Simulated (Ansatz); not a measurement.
Results of r²SCAN in Ansatz (plane waves, PAW) for rock-salt HfC.

Numerical settings: plane-wave cutoff 500 eV, 14×14×14 k mesh, Fermi–Dirac smearing 0.05 eV, scalar-relativistic PAW data made under PBE.

Computed at the level's own relaxed cell.

**Question.** Predict the volume per atom and lattice constant a.

**Answer.** 
- volume per atom: 12.49 Å³/atom
- lattice constant a: 4.641 Å

Measured, for comparison: equilibrium volume per atom 12.47 Å³/atom, lattice constant a 4.638 Å (temperature not stated, not corrected to a static lattice; as tabulated in Zhang et al. (2018), doi:10.1088/1367-2630/aac7f0). Computed (rounded) less measured: equilibrium volume per atom +0.2 %, lattice constant a +0.1 %.

Spin–orbit coupling is not included.

Computed values are for the static lattice.

Ansatz is an electronic-structure program.
